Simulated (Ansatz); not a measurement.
Isomers of C2H3F3O

2 of its isomers, all singlets with charge 0: A = 2,2,2-trifluoroethanol `OCC(F)(F)F`; B = `FCOC(F)F`.

Shapes, held fixed at every level: PBE0-D4/def2-TZVP. Flexible molecules stand in one conformer, not always the lowest. Programs: Ansatz 0.2.0.

A:

```xyz
9

O     0.2665   -1.5058   -0.5222
C     0.1335   -0.5260    0.4610
C    -0.3458    0.7939   -0.1073
F    -1.5492    0.7025   -0.6710
F     0.5033    1.2415   -1.0492
F    -0.4104    1.7223    0.8536
H     0.9476   -1.2317   -1.1433
H    -0.6129   -0.8714    1.1776
H     1.0673   -0.3252    1.0007
```

B:

```xyz
9

F    -0.1829   -1.9193   -0.0542
C     0.7272   -0.9281    0.2113
O     0.4929    0.1700   -0.5993
C    -0.6129    0.9082   -0.2759
F    -0.7690    1.8097   -1.2436
F    -0.4091    1.5737    0.8855
H     1.7222   -1.2921   -0.0417
H     0.6418   -0.6762    1.2722
H    -1.5215    0.3078   -0.1716
```

Electronic energies in kJ/mol, without zero-point or thermal terms.

| level | kind | B − A |
| --- | --- | --- |
| HF/def2-TZVPP | Hartree–Fock | +24.0 |
| B3LYP-D4/def2-TZVPP | global hybrid | +26.2 |
| PBE0-D4/def2-TZVPP | global hybrid | +32.1 |
| wB97X-V/def2-TZVPP | range-separated hybrid | +29.9 |
| MP2/def2-TZVPP | perturbation theory | +32.6 |
| CCSD(T)/def2-SVP | coupled cluster or CI | +32.5 |
| CCSD(T)/CBS estimate | coupled cluster or CI | +33.7 |

The highest level, CCSD(T)/CBS estimate, puts A lowest of these. All levels agree on that. The B − A difference spans +24.0 to +33.7 kJ/mol over the levels. The CBS estimate extrapolates MP2 from def2-TZVPP and def2-QZVPP and adds CCSD(T) − MP2 in the triple-zeta set, cores frozen.
